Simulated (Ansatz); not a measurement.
**The cluster PtSe₂+: structure and electronic state**

Aim: characterise the cluster PtSe₂+ as a doublet: its structure, frontier levels and distribution of charge and spin.

Method: UKS PBE0-D4/def2-TZVP; program: Ansatz 0.2.0, Gaussian basis.

The runs, in order: relaxation at PBE-D4/def2-TZVP; a search for the lowest solution at PBE0-D4/def2-SVP; a single point at PBE0-D4/def2-TZVP.

1 further run of the same task is left out (set aside as unsound or not needed). Runs told in other sessions of the task aren't counted.

### Step 1. Starting geometry

3 atoms, charge 1, spin multiplicity 2.

Atoms are counted from 1 here; the program's logs count them from 0.

Bond lengths: Pt1–Se2 2.319 Å, Pt1–Se3 2.319 Å, Se2–Se3 2.211 Å. Angles: Se2–Pt1–Se3 56.9°, Pt1–Se2–Se3 61.5°, Pt1–Se3–Se2 61.5°.

Pt takes a core potential in the def2 sets. No spin-orbit coupling is included. The ion is computed in the gas phase, without counter-ions or solvent.

The start is a GFN1-xTB geometry.

### Step 2. Relaxation at PBE-D4/def2-TZVP

Contents of in.yaml:

```yaml
crystal:
  periodic: [false, false, false]
  atoms:
    - {symbol: Pt, position_ang: [0.242800, 1.316650, 0.233350]}
    - {symbol: Se, position_ang: [0.018920, -0.491590, -1.200500]}
    - {symbol: Se, position_ang: [-0.261720, -0.825060, 0.967160]}
basis:
  gaussian: {orbitals: def2-TZVP}
total_charge: 1
magnetization: {spin_polarized: true, initial_magnetization: 1}
hamiltonian: {xc: pbe, dispersion: d4}
scf: {lower_state_search: "off"}
output: {orbitals: {seedname: orbitals}}
relax: {f_tol: 0.02, max_steps: 100}
```

Command:

```console
> ansatz run in.yaml --threads 4 --pin off --events-out ev --progress --plain --max-ram 3916MiB
```

The runs that follow: Searching for the lowest solution, PBE0-D4/def2-SVP; Single point, PBE0-D4/def2-TZVP.

Before running them: what should the planned runs give, taken together? Wanted: point group; near neighbours of the metal; HOMO, LUMO at PBE0-D4/def2-TZVP; ⟨S²⟩; charge on the metal; spin on the metal.

The runs gave:

| quantity | value |
| --- | --- |
| point group | C2v |
| near neighbours of the metal | Se 2.37, Se 2.37 Å |
| HOMO, LUMO at PBE0-D4/def2-TZVP (over both spins) | -12.21, -9.53 eV |
| ⟨S²⟩ | 0.755 |
| charge on the metal (Mulliken, PBE0-D4/def2-TZVP) | +0.58 e |
| spin on the metal (Mulliken) | 0.06 |

The molecule keeps its bonding pattern by the stored test; the atoms moved 0.03 Å (rms). Of 1 unpaired electron, 0.06 sit on the metal by Mulliken's count: the rest is spread on the ligands. No usable vibrations, so a minimum isn't proven. The alpha HOMO lies nearest to Se2, Se3 about 40 % each; Pt1 21 % and the alpha LUMO to Pt1 40 %; Se2, Se3 about 30 % each. Whether this spin is the lowest isn't tested here.
